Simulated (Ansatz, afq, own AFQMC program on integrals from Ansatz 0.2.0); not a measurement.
H2S, triplet: AFQMC among the cluster methods

```xyz
3

H     0.0000    0.0000   -1.2983
H     0.0000    0.0000   -0.1263
S     0.0000    0.0000    1.4247
```

Basis cc-pVTZ. Noble-gas cores (and the filled d shells of Ga–Kr and In–Xe) are frozen. Integrals, coupled cluster, full CI and functionals: Ansatz 0.2.0; the random walks run on the same integrals in our own AFQMC program. The CISD trial takes its coefficients from CCSD amplitudes. Released means that phaseless walkers are propagated on without the constraint, phases kept. Uncertainties: one standard error, sampling alone.

Determinant: UHF, the one that the program's search chose, which needn't be the lowest solution. The geometry is a point of a scan.

No full CI on the walks' own integrals is used here; CCSDT(Q) serves as the reference and is uncertain by about the last step of the cluster series.

Cautions: lower spins were not checked; unrestricted determinant slightly spin contaminated (⟨S²⟩ 2.07 against 2.00).

The T1 diagnostic is 0.0202 and the weight of the determinant in the CISD state is 0.901. The ⟨S²⟩ of the determinant is 2.066. The size of the correlated space is 8 electrons in 57 orbitals.

Reference: CCSDT(Q), correlation energy -5.359 eV. The released energy is read at 2.40 1/Eh (meV from the phaseless value at times in 1/Eh: -6.6 ± 2.5 at 0.24, -10.0 ± 2.3 at 0.51, -15.3 ± 1.5 at 0.99, -18.5 ± 2.2 at 1.62, -18.8 ± 2.5 at 2.40).

```csv
level,E − E(reference) (mEh),share of correlation (%)
HF,196.96,0.00
MP2,38.19,80.61
CCSD,8.45,95.71
CCSD(T),1.32,99.33
CCSDT,0.29,99.85
ph-AFQMC/CISD,0.63 ± 0.09,99.68
released AFQMC,-0.06 ± 0.09,100.03
```

A walk keeps the symmetry of its determinant, which the program's search chose and which needn't be the lowest solution, so a lower state of the same spin and another symmetry isn't excluded. Released energies are given only where the last usable release times agree within the noise; a slower fall can still hide under it.
